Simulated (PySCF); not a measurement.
**Telling isomers of C$_{4}$H$_{3}$N apart by NMR**

PySCF calculation with structure optimised with GFN2-xTB, J couplings at B3LYP/pcJ-1 and GIAO PBE0/pcSseg-1 shieldings; isolated molecule, single conformer, fast rotation and ring inversion assumed for equivalent nuclei, no relativistic terms.

References, each an isolated molecule treated in the same way: 1H (31.72 ppm), 13C (186.93 ppm) against TMS. Multiplet labels drop J under 1 Hz and among equivalent protons, and merge close values. Unscaled 3J(H,H) run several per cent high. Shifts are as computed. Against solution values, carbons near 30 ppm lie about +3 ppm off and those near 130 ppm about +5 ppm. Of 1211 compounds with measured shifts, 218 miss one by over three times the rms of a fit or turn the order of signals round; such compounds aren't used in these exercises.

(1) Tabulate the signals of `C=C=CC#N`, `C#CCC#N`, `N#CC1C=C1` and their relative energies.

(2) What is the quickest way to tell C=C=CC#N from C#CCC#N?

(3) What is the quickest way to tell C#CCC#N from N#CC1C=C1?

(4) What is the quickest way to tell C=C=CC#N from N#CC1C=C1?

## Answers

(1) 
```tsv
SMILES	carbon types	δC	δH	E rel. (kcal/mol)
C=C=CC#N	2×C 1×CH 1×CH2	233.8, 116.6, 83.9, 71.7	5.51 (d, 2H), 5.27 (t, 1H)	0.0
C#CCC#N	2×C 1×CH 1×CH2	118.3, 79.6, 77.0, 8.8	3.24 (d, 2H), 1.67 (t, 1H)	8.0
N#CC1C=C1	1×C 3×CH	127.8, 115.7, 0.6	7.17 (d, 2H), 1.82 (t, 1H)	17.7
```

Energies are electronic energies at PBE0/pcSseg-1 on these geometries, without zero-point or thermal terms, each for the one conformer computed, which needn't be the lowest.

(2) Both give the same number of carbon signals, with the same numbers of each carbon type, so the positions decide. The first has a central carbon of an allene (C) at 233.8 ppm, the second an sp3 CH2 α to a nitrile at 8.8 ppm. Their most deshielded carbons lie at 233.8 and 118.3 ppm. In the proton spectra the most deshielded non-exchanging signals are 5.51 (d, J = 9.0 Hz, 2H) and 3.24 (d, J = 3.9 Hz, 2H).

(3) Count the carbon signals: 4 against 3. The first has an sp3 CH2 α to a nitrile at 8.8 ppm, the second a three-membered-ring carbon (CH) at 0.6 ppm. Their most deshielded carbons lie at 118.3 and 127.8 ppm. In the proton spectra the most deshielded non-exchanging signals are 3.24 (d, J = 3.9 Hz, 2H) and 7.17 (d, J = 2.1 Hz, 2H).

(4) Count the carbon signals: 4 against 3. The first has a central carbon of an allene (C) at 233.8 ppm, the second a three-membered-ring carbon (CH) at 0.6 ppm. Their most deshielded carbons lie at 233.8 and 127.8 ppm. In the proton spectra the most deshielded non-exchanging signals are 5.51 (d, J = 9.0 Hz, 2H) and 7.17 (d, J = 2.1 Hz, 2H).
